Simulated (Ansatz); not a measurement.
# CHAl (triplet): the correlation ladder at distance Al1–C2 = 1.727 Å, 6-31G

Aim: climb from Hartree-Fock through coupled cluster and multireference methods for CHAl (triplet) at one geometry and basis, and see what each rung misses.

The runs use Ansatz 0.2.0, Gaussian basis; 6-31G, core rule «outside noble gas», up to 6 orbitals frozen.

The runs, in order: UHF; CCSD(T) on ROHF; CCSD(T) on UHF; BCCD(T) on ROHF; CISD; CCSDT(Q) on ROHF; CCSDT(Q) on UHF; CISDTQ; CCSDTQ on ROHF; CCSDTQ on UHF; CASSCF and MRCISD+Q, 4 electrons in 4 orbitals; CASSCF and NEVPT2, 4 electrons in 4 orbitals; CASSCF and MRCISD+Q, 8 electrons in 9 orbitals; CASSCF and NEVPT4(SD), 8 electrons in 9 orbitals; CASSCF and NEVPT2, 8 electrons in 9 orbitals; Full CI.

18 further runs of the same task are left out: 14 that didn't finish, 4 set aside as unsound or not needed.

## (1) The geometry

The geometry derives from a PBE0/def2-TZVP stationary point (not a proven minimum). One bond is set to the value named and the two fragments are kept rigid.

3 atoms, charge 0, spin multiplicity 3.

Atoms are counted from 1 here; the program's logs count them from 0.

Bond lengths: Al1–C2 1.727 Å, Al1–H3 1.601 Å. Angles: C2–Al1–H3 180.0°.

## (2) UHF

in.yaml

```yaml
crystal:
  periodic: [false, false, false]
  atoms:
    - {symbol: Al, position_ang: [0.000000, 0.000000, 0.042033]}
    - {symbol: C, position_ang: [0.000000, 0.000000, -1.684967]}
    - {symbol: H, position_ang: [0.000000, 0.000000, 1.642933]}
basis:
  gaussian: {orbitals: 6-31G}
magnetization: {spin_polarized: true, initial_magnetization: 2}
hamiltonian: {xc: hf}
output: {orbitals: {seedname: orbitals}}
```

On the command line:

```
$ ansatz run in.yaml --threads 1 --pin off --events-out ev --progress --plain --max-ram 2393MiB
```

The runs that follow: CCSD(T) on ROHF; CCSD(T) on UHF; BCCD(T) on ROHF; CISD; CCSDT(Q) on ROHF; CCSDT(Q) on UHF; CISDTQ; CCSDTQ on ROHF; CCSDTQ on UHF; CASSCF and MRCISD+Q, 4 electrons in 4 orbitals; CASSCF and NEVPT2, 4 electrons in 4 orbitals; CASSCF and MRCISD+Q, 8 electrons in 9 orbitals; CASSCF and NEVPT4(SD), 8 electrons in 9 orbitals; CASSCF and NEVPT2, 8 electrons in 9 orbitals; Full CI.

Q: Predict the results of all the runs planned. Wanted: FCI below the RHF energy; RMP2 from FCI; UMP2 from FCI; RCCSD from FCI; RCCSD(T) from FCI; UCCSD(T) from FCI; RCCSDT(Q) from FCI; UCCSDT(Q) from FCI; NEVPT2 pair from FCI.

As calculated:

```
                         quantity                                                                                             value
         FCI below the RHF energy                                                                                        -3.5233 eV
                    RMP2 from FCI                                                                                        +913.2 meV
                    UMP2 from FCI                                                                                       +1092.4 meV
                   RCCSD from FCI                                                                                        +164.2 meV
                RCCSD(T) from FCI                                                                                         +45.4 meV
                UCCSD(T) from FCI                                                                                         +55.4 meV
               RCCSDT(Q) from FCI                                                                                          +1.0 meV
               UCCSDT(Q) from FCI                                                                                          -1.8 meV
             NEVPT2 pair from FCI                                                                                        +736.2 meV
          NEVPT2 valence from FCI                                                                                        +247.8 meV
      NEVPT4(SD) valence from FCI                                                                                         +44.6 meV
levels within 1 kcal/mol (43 meV)  RCCSDT, UCCSDT, CISDTQ, RCCSDT(Q), UCCSDT(Q), RCCSDTQ, UCCSDTQ, MRCISD valence, MRCISD+Q valence
                    T1 diagnostic                                                                                             0.051
   effectively unpaired electrons                                                                                              2.20
```

RCCSD(T) misses by +45.4 meV, 1.3 % of the correlation energy. The occupations show some static correlation. Of the multireference levels listed MRCISD+Q valence comes nearest in total energy (+18.7 meV), which doesn't show that its space is the better one. These misses are within one basis, not against nature; the frozen cores of restricted and unrestricted runs differ, which can shift their rows.
